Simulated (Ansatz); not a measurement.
Job for Ansatz (a first-principles code): R-B97M-V/def2-TZVPPD on CH4O (SMILES CO) with ghost functions. Files ending in .json are basis or fitting sets from the Basis Set Exchange.

Ansatz 0.2 input:
```yaml
crystal:
  periodic: [false, false, false]
  atoms:
    - {symbol: O, position_ang: [0.87475706, 0.17581889, 0.51484627]}
    - {symbol: H, position_ang: [1.24274006, -0.39625811, 1.19237527]}
    - {symbol: C, position_ang: [1.33976206, -0.29581011, -0.74731273]}
    - {symbol: H, position_ang: [0.90894506, 0.35528289, -1.50042673]}
    - {symbol: H, position_ang: [2.42572606, -0.24501811, -0.82162473]}
    - {symbol: H, position_ang: [1.01141906, -1.31568011, -0.94639273]}
basis:
  gaussian:
    orbitals: def2-TZVPPD.json
    ghost_atoms:
      - {symbol: O, position_ang: [-2.01091594, 0.07967389, 0.12514827]}
      - {symbol: H, position_ang: [-2.42759294, 0.87854689, 0.45091827]}
      - {symbol: H, position_ang: [-1.08188894, 0.19043089, 0.36609727]}
hamiltonian:
  xc: {name: B97M-V}
scf: {lower_state_search: off}
```

Task: Predict the final total energy.

Result: -115.7474 hartree.

Task: How many basis functions does it have, and what does it roughly cost on one machine?

Result: 219 functions; roughly 5 core-seconds.
